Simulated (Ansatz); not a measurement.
**wB97X/def2-SVPD run of NSF3 (thiazyl trifluoride)**

Aim: the energy change on altering one bond length of NSF3 (thiazyl trifluoride) at wB97X/def2-SVPD, from 2 runs. 

The results are computed with Ansatz 0.2.0.

50 further runs of the same task are left out: 8 that didn't finish, 42 set aside as unsound or not needed.

**1. The molecule**

NSF3 has 5 atoms, charge 0, and is taken as a singlet. As SMILES, `N#S(F)(F)F`. The coordinates come from a PBE0-D4/def2-TZVP relaxation.

Bond lengths: N1–S2 1.409 Å, S2–F3 1.555 Å, S2–F4 1.555 Å, S2–F5 1.555 Å. Angles: N1–S2–F3 122.6°, N1–S2–F4 122.6°, N1–S2–F5 122.6°, F3–S2–F4 93.7°, F3–S2–F5 93.7°, F4–S2–F5 93.7°.

**2. The energy at wB97X/def2-SVPD**

job.yaml

```yaml
crystal:
  periodic: [false, false, false]
  atoms:
    - {symbol: N, position_ang: [-0.349630, -0.004150, 1.591380]}
    - {symbol: S, position_ang: [-0.047340, -0.000560, 0.215490]}
    - {symbol: F, position_ang: [1.023370, -0.939300, -0.408980]}
    - {symbol: F, position_ang: [-1.108620, -0.317610, -0.875740]}
    - {symbol: F, position_ang: [0.482210, 1.261610, -0.522150]}
basis:
  gaussian:
    orbitals: def2-SVPD
hamiltonian:
  xc: {name: wB97X}
accuracy: high
output: {orbitals: {seedname: orbitals}}
```

On the command line:

```
ansatz run job.yaml --threads 1 --pin off --max-ram 3480MiB --events-out events.jsonl --progress --plain --runs-dir runs
```

Log:

```text
Warning: RAYON_NUM_THREADS=1 ignored (pool sized by the plan → 1); use --threads N
Functional definition: wB97X
  name "wB97X"
  parameter omega = 0.3/bohr
  parameter cx = 0.157706
  parameter cx1 = 0.726479
  parameter cx2 = 1.04760
  parameter cx3 = -5.70635
  parameter cx4 = 13.2794
  parameter css1 = -4.33879
  parameter css2 = 18.2308
  parameter css3 = -31.7430
  parameter css4 = 17.2901
  parameter cos1 = 2.37031
  parameter cos2 = -11.3995
  parameter cos3 = 6.58405
  parameter cos4 = -3.78132
  exchange = spin_sum(e_x_unif_sr(omega)*poly(b97_u_x, 1 - cx, cx1, cx2, cx3, cx4)) + cx*exact_x_sr(omega)
      + exact_x_lr(omega)
  correlation = spin_sum(e_c_pw_same_spin*poly(b97_u_same, 1, css1, css2, css3, css4))
      + integral(e_c_pw_opposite_spin*poly(b97_u_opposite, 1, cos1, cos2, cos3, cos4))
2313 factors; integrals over basis functions are off by at most 2.8e-9 eV
447 factors; integrals over basis functions are off by at most 1.5e-9 eV
mean field evaluation 1: about -20449.9537 eV, gradient 6.9e1 eV
mean field evaluation 2: about -20442.7963 eV, gradient 9.1e1 eV
mean field evaluation 4: about -20458.7832 eV, gradient 3.4e0 eV
mean field evaluation 8: about -20459.0232 eV, gradient 1.6e-1 eV
mean field evaluation 16: about -20459.0233 eV, gradient 8.4e-5 eV
mean field -20459.02334864 eV, -751.8552404385 hartree, gradient 3.0e-8 eV, S^2 0.000000; 0 other end points of the search recorded, 0 dependent functions left out
reference -20459.02334464 eV, -751.8552402913 hartree; 25, 25 occupied and 91, 91 virtual orbitals, 2313 factors
Total energy: -20459.02334464 eV, -751.8552402913 hartree
```

It took 34 s on 1 thread of Arm Neoverse V2, shared host; peak memory 0.65 GiB.

**3. The distorted shape, same level**

input.yaml

```yaml
basis:
  gaussian:
    orbitals: def2-SVPD
crystal:
  periodic: [false, false, false]
  atoms:
    - symbol: N
      position_ang: [-0.985088, -1.518749, 2.476545]
    - symbol: S
      position_ang: [-0.682798, -1.515159, 1.100655]
    - symbol: F
      position_ang: [0.387912, -2.453899, 0.476185]
    - symbol: F
      position_ang: [-1.744078, -1.832209, 0.009425]
    - symbol: F
      position_ang: [0.482210, 1.261610, -0.522150]
accuracy: high
hamiltonian:
  xc: {name: wB97X}
output: {orbitals: {seedname: orbitals}}
```

On the command line:

```
ansatz run input.yaml --threads 1 --pin off --max-ram 3480MiB --events-out events.jsonl --progress --plain --runs-dir runs
```

Log (excerpt; [...] marks lines left out):

```text
Warning: RAYON_NUM_THREADS=1 ignored (pool sized by the plan → 1); use --threads N
[... 2 set-up lines as earlier in the session ...]
[...]
      + exact_x_lr(omega)
[...]
      + integral(e_c_pw_opposite_spin*poly(b97_u_opposite, 1, cos1, cos2, cos3, cos4))
2287 factors; integrals over basis functions are off by at most 3.0e-9 eV
488 factors; integrals over basis functions are off by at most 1.8e-9 eV
[...]
mean field -20453.75650849 eV, -751.6616876330 hartree, gradient 7.8e-8 eV, S^2 0.000000; 4 other end points of the search recorded, 0 dependent functions left out
reference -20453.75650426 eV, -751.6616874775 hartree; 25, 25 occupied and 91, 91 virtual orbitals, 2287 factors
Total energy: -20453.75650426 eV, -751.6616874775 hartree
```

Run time: 54 s. Hardware: 1 thread of Arm Neoverse V2, shared host; peak memory 0.64 GiB.

**4. Outcome**

At wB97X/def2-SVPD:

```
                                                         quantity          value
                                        first shape: total energy  -751.85524 Eh
                                         first shape: HOMO energy      -12.33 eV
                                         first shape: LUMO energy        0.72 eV
                                       first shape: HOMO–LUMO gap       13.05 eV
                                    distorted shape: total energy  -751.66169 Eh
                                     distorted shape: HOMO energy      -10.79 eV
                                     distorted shape: LUMO energy       -5.99 eV
                                   distorted shape: HOMO–LUMO gap        4.80 eV
energy change with the S2–F5 bond stretched from 1.555 to 3.421 Å       5.267 eV
```

With the S2–F5 bond stretched from 1.555 to 3.421 Å the energy rises by 5.27 eV (508 kJ/mol). The first shape isn't relaxed at this level, so the change isn't measured from a minimum. A restricted reference can't describe the breaking bond well at this length.
